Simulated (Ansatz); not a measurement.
One change: `C[S][Na]` becomes CH₃SH.

Ansatz, PBE0-D4/def2-TZVP geometries, multiplicity 1. 

| property | `C[S][Na]` |
| --- | --- |
| HOMO–LUMO gap (PBE/def2-TZVPP) / eV | 1.56 |
| ideal-gas entropy at 298 K and 1 bar (rigid rotor, harmonic PBE0-D4/def2-TZVP) / J/(mol·K) | 305 |
| HOMO energy (PBE/def2-TZVPP) / eV | -3.73 |
| size of the dipole moment (B3LYP/def2-TZVPP) / D | 7.50 |
| LUMO energy (PBE0/def2-TZVPP) / eV | -1.64 |
| zero-point energy (PBE0-D4/def2-TZVP) / kJ/mol | 99.6 |

Q: What does the change do to each property? (An estimate is asked.)

A: Ansatz gave: 
```tsv
property	CH₃SH	shift
HOMO–LUMO gap (PBE/def2-TZVPP) / eV	5.11	3.55
ideal-gas entropy at 298 K and 1 bar (rigid rotor, harmonic PBE0-D4/def2-TZVP) / J/(mol·K)	253	-52
HOMO energy (PBE/def2-TZVPP) / eV	-5.51	-1.78
size of the dipole moment (B3LYP/def2-TZVPP) / D	1.52	-5.98
LUMO energy (PBE0/def2-TZVPP) / eV	0.52	2.16
zero-point energy (PBE0-D4/def2-TZVP) / kJ/mol	121.1	21.5
```

With PBE0 the HOMO falls by 2.03 eV and the LUMO rises by 2.16 eV, so the gap widens by about 4.19 eV. PBE moves the HOMO by -1.78 eV and ωB97M-V by -2.14 eV. Dipoles are sizes alone; their direction can turn.

B3LYP here is the variant with VWN-RPA as its local correlation; programs differ in this.
